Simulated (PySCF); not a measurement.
**Electron affinity of B by level of theory**

B⁻ [He] 2s2 2p2 (3P) → B [He] 2s2 2p1 (2P), as a difference of total energies. All numbers are calculated (PySCF 2.14, no relativity, point nucleus, in aug-cc-pwCVDZ). Correlated levels: valence: 1s2 frozen. The calculations carry no spin-orbit coupling.

```json
{"method": "UHF", "electron affinity (eV)": "-0.298"}
{"method": "MP2 (valence)", "electron affinity (eV)": "0.147"}
{"method": "SCS-MP2 (valence)", "electron affinity (eV)": "0.009"}
{"method": "CCSDT (valence)", "electron affinity (eV)": "0.187"}
```

Q: Estimate what CCSD(T) (valence) gives.

A: 0.172 eV, closest to CCSDT (valence) among the rows shown.

Q: Estimate what CCSD (valence) gives.

A: 0.125 eV, closest to MP2 (valence) among the rows shown.

Errors of the correlated levels include the incompleteness of this basis and the frozen core.

A negative affinity means that the anion lies above the atom at that level of theory.

For comparison: 0.280 eV (measured; photodetachment measurements, as compiled on the Wikipedia data page of electron affinities).
